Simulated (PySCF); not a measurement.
Simulated absorption spectrum

Species: sulfuryl chloride, Cl2O2S.
Cartesian coordinates in Å at the PBE0-D3(BJ)/def2-TZVP level; atoms count from 1:
```xyz
5
Cl2O2S angstrom
O      0.8878   -0.4981   -1.1818
S      0.1750   -0.1849    0.0004
O      0.3862   -0.8563    1.2287
Cl     0.3767    1.7896    0.3360
Cl    -1.7897   -0.2854   -0.4237
```

Computed, not measured: PySCF, TDDFT CAM-B3LYP/aug-cc-pVTZ, vertical, gas phase, core orbitals frozen in the response. Isolated species at its PBE0-D3(BJ)/def2-TZVP geometry, gas phase.

Computed states:

```csv
state,E (eV),f
S1,5.40,0.0000
S2,5.42,0.0001
S3,5.46,0.0021
S4,6.72,0.0050
S5,6.93,0.196
S6,7.08,0.0006
S7,7.20,0.0000
S8,7.42,0.033
S9,7.56,0.0000
S10,7.96,0.0086
```

Broadening: Gaussians 0.3 eV wide at half height, area fixed by f = 4.319×10⁻⁹ ∫ε dν̃. The width is an assumption, not a result. The curve ends short of the highest state used, and states not computed would add to its high-energy end.

(1) Give the broadened spectrum and its maxima.

(2) On this curve, what absorbance would a 10⁻⁵ mol/L sample give at 222 nm over a 1 cm path?

(3) Coming from long wavelengths, where does ε first pass 100 L mol⁻¹ cm⁻¹?

Results:

(1) 
```tsv
λ (nm)	ε (L mol⁻¹ cm⁻¹)
168.5	2682
170.4	1995
172.3	2557
174.2	5970
176.1	11917
178.0	16957
179.9	17224
181.8	12789
183.7	7163
185.6	3160
187.5	1164
189.4	383
191.3	117
193.2	33
195.1	8
197.0	2
198.9	0
200.8	0
202.7	0
204.6	0
206.5	0
208.4	0
210.3	1
212.2	2
214.1	6
216.0	17
217.9	38
219.8	71
221.7	115
223.6	159
225.5	192
227.4	203
229.3	188
231.2	155
233.1	114
235.0	75
236.9	44
238.8	24
240.7	12
242.6	5
244.5	2
246.4	1
248.3	0
250.2	0
```

Maxima: 227 nm (5.46 eV), ε about 200, made up of S3 (95%); 179 nm (6.93 eV), ε about 18000, made up of S5 (99%) (ε in L mol⁻¹ cm⁻¹; maxima over ε = 5, shares over 10%). At its high-energy end, 7.36 eV, the curve is still rising (ε about 2700, from S8).

(2) 222 nm is 5.585 eV, where ε is about 120 L mol⁻¹ cm⁻¹, so A = ε c l ≈ 0.0012 (Beer–Lambert, with the gas-phase spectrum and the assumed width).

(3) At about 234 nm (5.31 eV), 0.10 eV below S1.

Hardware: 2 threads of an Intel Xeon Platinum 8488C, no GPU, shared host. Cost: 16 s wall, 37 s CPU, 1.0 GiB resident at most.
